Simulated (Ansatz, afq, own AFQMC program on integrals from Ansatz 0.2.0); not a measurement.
WSiH2, septet in def2-SVP, levels against CCSDT(Q)

```xyz
4

W     0.0000    0.0000    0.4414
Si    0.0000    0.0000   -2.6386
H     0.0000   -1.2230   -3.4886
H     0.0000    1.2230   -3.4886
```

Connectivity, by distances: W–SiH2.

Basis def2-SVP with its core potentials. Noble-gas cores (and the filled d shells of Ga–Kr and In–Xe) are frozen. Ansatz 0.2.0 and our own AFQMC program on the same integrals; the CISD trial comes from CCSD amplitudes, and released means the phaseless constraint is let go. Error bars are statistical, one sigma. No spin–orbit coupling. The metal's outer-core s and p shells are frozen, which shifts wave-function levels against functionals.

Determinant: UHF, the one that the program's search chose, which needn't be the lowest solution. The geometry is a point of a scan.

No full CI on the walks' own integrals is used here; CCSDT(Q) serves as the reference and is uncertain by about the last step of the cluster series.

Cautions: no spin-orbit coupling; outer-core shells of the metal frozen; lower spins were not checked; higher spins were not checked; the released energies have errors that jump between times, so the bars are unsure, so no released level is given (meV from the phaseless value at times in 1/Eh: -12 ± 4 at 0.60, 3 ± 21 at 1.20, -20 ± 3 at 2.00, -32 ± 4 at 3.00, -30 ± 5 at 4.20), though the last usable value meets CCSDT(Q) within the noise.

```
T1 diagnostic                               : 0.0319
weight of the determinant in the CISD state : 0.857
⟨S²⟩ of the determinant                     : 12.035
size of the correlated space                : 12 electrons in 51 orbitals
```

```tsv
level	correlation energy (eV)
MP2	-4.0584
CCSD	-4.9961
CCSD(T)	-5.1699
```

Task: Estimate where phaseless AFQMC with the Hartree–Fock trial lies against CCSD(T) on the same integrals.

Result: 0.86 ± 0.92 mEh above CCSD(T). The gap is under twice the noise, so this walk alone can't tell the two apart.

Reference: CCSDT(Q), correlation energy -5.235 eV.

```
        level  E − E(reference) (mEh)  share of correlation (%)
      CCSD(T)                    2.41                     98.75
        CCSDT                    0.52                     99.73
  ph-AFQMC/HF             3.27 ± 0.92                     98.30
ph-AFQMC/CISD             1.49 ± 0.18                     99.23
```

A walk keeps the symmetry of its determinant, which the program's search chose and which needn't be the lowest solution, so a lower state of the same spin and another symmetry isn't excluded.
